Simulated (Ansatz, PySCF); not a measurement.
Species: dichloromethane, CH$_{2}$Cl$_{2}$ (charge 0, singlet). 
Coordinates optimised at B3LYP-D3(BJ)/def2-TZVP (Ansatz, a quantum-chemistry and plane-wave program):
SMILES: ClCCl
```xyz
5

C      0.0039     0.0052     0.7673
Cl    -0.0175     1.4825    -0.2263
Cl     0.0153    -1.4855    -0.2061
H     -0.8904    -0.0005     1.3784
H      0.9045     0.0193     1.3690
```
Charge 0, spin multiplicity 1.

Total electronic energies in hartree. Cores are frozen in the correlated levels unless marked. Spin-orbit coupling is left out. No relativistic terms. CBS marks a two-point X^-3 extrapolation of the correlation energy; Hartree-Fock from the larger set. [CCSD(T)-MP2]/basis is that difference in the basis named.

| level | program | energy (Eh) |
|---|---|---|
| TPSS-D3(BJ)/def2-TZVPD | PySCF + dftd3 | -959.80300 |
| r2SCAN-D4/def2-TZVPD | Ansatz + dftd4 | -959.66163 |
| PBE0/STO-3G | Ansatz | -948.89345 |
| PBE0/def2-SVP | Ansatz | (withheld) |
| PBE0/def2-TZVPD | Ansatz | -959.39741 |
| BHLYP/def2-TZVPD | Ansatz | (withheld) |
| TPSSh/def2-TZVPD | PySCF | -959.78250 |
| PW6B95-D3(BJ)/def2-TZVPD | PySCF + dftd3 | -960.50903 |
| MP2/cc-pwCVTZ | Ansatz | -958.64310 |
| RI-MP2/aug-cc-pV(Q+d)Z | Ansatz | -958.69933 |
| SCS-MP2/cc-pVTZ | Ansatz | -958.62375 |
| CCSD/STO-3G | Ansatz | -947.80631 |
| CCSD(T)/cc-pVDZ | PySCF | -958.49244 |
| CCSD(T) with core electrons (1s frozen past Ne)/cc-pwCVTZ | Ansatz | -959.30328 |
| RI-MP2/CBS(aug-cc-pV(T+d)Z,aug-cc-pV(Q+d)Z)+[CCSD(T)-MP2]/aug-cc-pV(T+d)Z | Ansatz | -958.7975 |

Q: What belongs in the gaps?

A: 
- PBE0/def2-SVP, energy (Eh): -959.02909
- BHLYP/def2-TZVPD, energy (Eh): -959.71895
